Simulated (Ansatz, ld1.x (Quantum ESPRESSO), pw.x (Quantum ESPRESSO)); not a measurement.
# V (Z = 23): does the TM potential hold in the solid?

V (Z = 23), norm-conserving Troullier–Martins (Kleinman–Bylander form), made with ld1.x (Quantum ESPRESSO) 7.5 (PBE, scalar-relativistic). Core [Ar], reference 3d3 4s1.5 4p0.5. Waves: 4p (bound): rc 2.70 bohr; 3d (bound): rc 1.50 bohr; 4s (bound): rc 2.20 bohr. Local part: the s channel. Core correction: a·sin(br)/r model core inside 1.35 bohr.

Atomic tests: cutoffs needed: 90 Ry and 100 Ry (the cutoffs (Ry, on a coarse ladder) from which the occupation-weighted sum of valence levels, in a spherical-Bessel basis at the reference potential, stays within 10 and 1 mRy of its value at 400 Ry); ghost test: no extra level below or beside the all-electron valence levels (p, d, s, f tested) (spherical-Bessel basis up to 400 Ry, 20 bohr box); configuration tests: 3 of 7 tests not solved or not reliable.

Crystal test: bcc V in pw.x 7.5, no spin, 15³ k-points, Fermi–Dirac smearing 0.01 Ry, cutoffs 120/480 Ry. The lattice is a test structure that the element need not adopt, and mesh and smearing are coarse.

pw.x input:

```
&control
  calculation='scf', prefix='x', pseudo_dir='./', outdir='./tmp', tstress=.true., disk_io='none'
/
&system
  ibrav=0, nat=1, ntyp=1, ecutwfc=120, ecutrho=480, nbnd=9,
  occupations='smearing', smearing='fd', degauss=0.01
/
&electrons
  conv_thr=1e-09, mixing_beta=0.4, electron_maxstep=70
/
ATOMIC_SPECIES
V 1.0 V.UPF
CELL_PARAMETERS angstrom
  -1.49736575 1.49736575 1.49736575
  1.49736575 -1.49736575 1.49736575
  1.49736575 1.49736575 -1.49736575
ATOMIC_POSITIONS crystal
V 0.0000 0.0000 0.0000
K_POINTS automatic
15 15 15 0 0 0
```

```bash
pw.x < V.scf.in > V.scf.out
```

Question: How does the run end?

Answer: It converges; the pressure is 15.28 GPa against 0.92 GPa from all-electron LAPW. The largest radius (2.70 bohr) exceeds half the bond length (2.45 bohr), so the spheres overlap, which is one possible source of error among others. This is a poor potential for the solid. Atomic configuration tests: 3 of 7 tests not solved or not reliable. The log shows:

```
     number of electrons       =         5.00
     number of Kohn-Sham states=            9
     kinetic-energy cutoff     =     120.0000  Ry
     charge density cutoff     =     480.0000  Ry
     scf convergence threshold =      1.0E-09
     Exchange-correlation= PBE
     number of k points=   120  Fermi-Dirac smearing, width (Ry)=  0.0100
     iteration #  1     ecut=   120.00 Ry     beta= 0.40
     total energy              =     -19.51860268 Ry
     estimated scf accuracy    <       0.05564687 Ry
     iteration #  2     ecut=   120.00 Ry     beta= 0.40
     total energy              =     -19.52749585 Ry
     estimated scf accuracy    <       0.00098676 Ry
     iteration #  3     ecut=   120.00 Ry     beta= 0.40
     total energy              =     -19.52766906 Ry
     estimated scf accuracy    <       0.00024825 Ry
     iteration #  4     ecut=   120.00 Ry     beta= 0.40
     total energy              =     -19.52767414 Ry
     estimated scf accuracy    <       0.00000643 Ry
     iteration #  5     ecut=   120.00 Ry     beta= 0.40
     total energy              =     -19.52767585 Ry
     estimated scf accuracy    <       0.00000045 Ry
     iteration #  6     ecut=   120.00 Ry     beta= 0.40
     total energy              =     -19.52767593 Ry
     estimated scf accuracy    <          1.6E-09 Ry
     iteration #  7     ecut=   120.00 Ry     beta= 0.40
     the Fermi energy is    11.0691 ev
!    total energy              =     -19.52767593 Ry
     estimated scf accuracy    <          3.8E-12 Ry
     smearing contrib. (-TS)   =      -0.00734026 Ry
     The total energy is F=E-TS. E is the sum of the following terms:
     one-electron contribution =       7.85236821 Ry
     hartree contribution      =       0.84733195 Ry
     xc contribution           =     -12.14347431 Ry
     ewald contribution        =     -16.07656151 Ry
     convergence has been achieved in   7 iterations
          total   stress  (Ry/bohr**3)                   (kbar)     P=      152.82
     Message from routine punch:
     Nothing written, as per user request (disk_io='none')
```
